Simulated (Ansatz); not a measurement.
# BH3Cl− (SMILES [BH3-]Cl) at CCSDTQ/STO-3G

Aim: the vertical ionisation energy of BH3Cl− at CCSDTQ/STO-3G, from 2 runs. 

Program for the calculation: Ansatz 0.2.0.

3 further runs of the same task are left out: 3 that didn't finish.

**1. The system as given**

BH3Cl−: 5 atoms, total charge -1, spin state singlet. SMILES: `[BH3-]Cl`. Geometry: relaxed at GFN2-xTB.

Bond lengths: B1–Cl2 1.873 Å, B1–H3 1.208 Å, B1–H4 1.208 Å, B1–H5 1.208 Å. Angles: Cl2–B1–H3 106.7°, Cl2–B1–H4 106.7°, Cl2–B1–H5 106.7°, H3–B1–H4 112.0°, H3–B1–H5 112.2°, H4–B1–H5 112.1°.

**2. A single-point energy at CCSDTQ/STO-3G**

input.yaml reads:

```yaml
crystal:
  periodic: [false, false, false]
  atoms:
    - symbol: B
      position_ang: [0.082390, -0.047870, 0.135930]
    - symbol: Cl
      position_ang: [-0.845860, 0.496450, -1.396970]
    - symbol: H
      position_ang: [1.223080, -0.254620, -0.203070]
    - symbol: H
      position_ang: [-0.460100, -1.051350, 0.532730]
    - symbol: H
      position_ang: [0.000500, 0.857390, 0.931390]
basis:
  gaussian: {orbitals: STO-3G}
total_charge: -1
correlation: {method: ccsdtq, frozen_orbitals: {B: 1, Cl: 5, H: 0}}
accuracy: high
scf: {omitted_lower_state_checks: [cluster_reference, increment]}
```

On the command line:

```
$ ansatz run input.yaml --threads 1 --pin off --max-ram 2610MiB --events-out events.jsonl --progress --plain --runs-dir runs
```

The program printed (excerpt; [...] marks lines left out):

```text
Warning: RAYON_NUM_THREADS=1 ignored (pool sized by the plan → 1); use --threads N
Functional definition: HF
  name "HF"
[...]
282 factors; integrals over basis functions are off by at most 6.2e-9 eV
[...]
mean field -13079.27684582 eV, -480.6545586315 hartree, gradient 9.6e-8 eV, S^2 0.000000; 0 other end points of the search recorded, 0 dependent functions left out
6 core orbitals not correlated: weight in the atoms' cores, before any rotation towards them, 1.000 or more for the frozen orbitals, at most 0.000 for the correlated occupied ones
reference -13079.27684582 eV, -480.6545586315 hartree; 7, 7 occupied and 4, 4 virtual orbitals, 282 factors
second order -1.21739058 eV of doubles, -0.00000000 eV of singles
cycle   1  -1.53760867 eV  change   -3.2e-1 eV  update   4.4e-2
[...]
cycle  19  -1.71830237 eV  change   4.8e-10 eV  update  8.8e-10
Total energy: -13080.99514819 eV, -480.7177050789 hartree
Checks for a lower state left out: cluster_reference, increment
```

Wall time 2.5 s (1 thread of Arm Neoverse V1, shared host); peak memory 0.1 GiB.

**3. Doublet neutral BH3Cl**

run.yaml reads:

```yaml
crystal:
  periodic: [false, false, false]
  atoms:
    - {symbol: B, position_ang: [0.082390, -0.047870, 0.135930]}
    - {symbol: Cl, position_ang: [-0.845860, 0.496450, -1.396970]}
    - {symbol: H, position_ang: [1.223080, -0.254620, -0.203070]}
    - {symbol: H, position_ang: [-0.460100, -1.051350, 0.532730]}
    - {symbol: H, position_ang: [0.000500, 0.857390, 0.931390]}
basis:
  gaussian:
    orbitals: STO-3G
magnetization:
  spin_polarized: true
  initial_magnetization: 1
correlation:
  method: ccsdtq
  frozen_orbitals: {B: 1, Cl: 5, H: 0}
accuracy: high
scf:
  omitted_lower_state_checks: [cluster_reference, increment]
```

On the command line:

```
$ ansatz run run.yaml --threads 1 --pin off --max-ram 2610MiB --events-out events.jsonl --progress --plain --runs-dir runs
```

The program printed (excerpt; [...] marks lines left out):

```text
Warning: RAYON_NUM_THREADS=1 ignored (pool sized by the plan → 1); use --threads N
[... 2 set-up lines as earlier in the session ...]
[...]
282 factors; integrals over basis functions are off by at most 6.2e-9 eV
[...]
mean field -13077.60107692 eV, -480.5929752604 hartree, gradient 5.5e-8 eV, S^2 0.753439; 8 other end points of the search recorded, 0 dependent functions left out
6 core orbitals not correlated: weight in the atoms' cores, before any rotation towards them, 1.000 or more for the frozen orbitals, at most 0.000 for the correlated occupied ones
reference -13077.60107692 eV, -480.5929752604 hartree; 7, 6 occupied and 4, 5 virtual orbitals, 282 factors
second order -1.28943315 eV of doubles, -0.00000000 eV of singles
cycle   1  -1.65758870 eV  change   -3.7e-1 eV  update   5.5e-2
[...]
cycle  42  -1.97865749 eV  change  -1.6e-10 eV  update  7.7e-10
Total energy: -13079.57973441 eV, -480.6656895822 hartree
Checks for a lower state left out: cluster_reference, increment
```

Wall time 32 s (1 thread of Arm Neoverse V1, shared host); peak memory 0.25 GiB.

**4. Summary of results**

Level: CCSDTQ/STO-3G, 6 core orbitals frozen.

| quantity | value |
| --- | --- |
| singlet BH3Cl−: total energy | -480.71771 Eh |
| singlet BH3Cl−: correlation energy (6 core orbitals frozen) | -63.1 mEh |
| singlet BH3Cl−: T1 diagnostic | 0.004 |
| doublet neutral BH3Cl: total energy | -480.66569 Eh |
| doublet neutral BH3Cl: correlation energy (6 core orbitals frozen) | -72.7 mEh |
| doublet neutral BH3Cl: ⟨S²⟩ of the reference determinant | 0.753 |
| doublet neutral BH3Cl: T1 diagnostic | 0.038 |
| vertical detachment energy (to the doublet neutral) | 1.415 eV |

In words: Removing an electron at fixed nuclei costs 1.42 eV (33 kcal/mol). In a minimal basis such a difference can be off by several eV, whatever the method.
